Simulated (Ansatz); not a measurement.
Rock-salt CaO was calculated with HSE06 (Ansatz, a quantum-chemistry and plane-wave program, PAW).

Total energies, extrapolated to zero smearing (they compare only within this program, potentials and cutoff; free atoms with spin allowed, lowest state found):

| system | energy (eV/atom) |
|---|---|
| rock-salt CaO, relaxed | -1194.1550 |
| free Ca atom | -1815.8254 |
| free O atom | -561.9592 |

### Question
Work out the cohesive energy per atom.

### Answer
E_coh = [1 × (-1815.8254) + 1 × (-561.9592)]/2 − (-1194.1550) = 5.26 eV/atom. The reference value is 5.53 ± 0.03 eV/atom (derived here from tabulated measurements, copied from a table, unchecked, brought to a static lattice with a Debye model, atoms in their spin–orbit ground levels; inputs from the CRC Handbook), a difference of -0.27 eV/atom.

The PAW data were made under PBE.
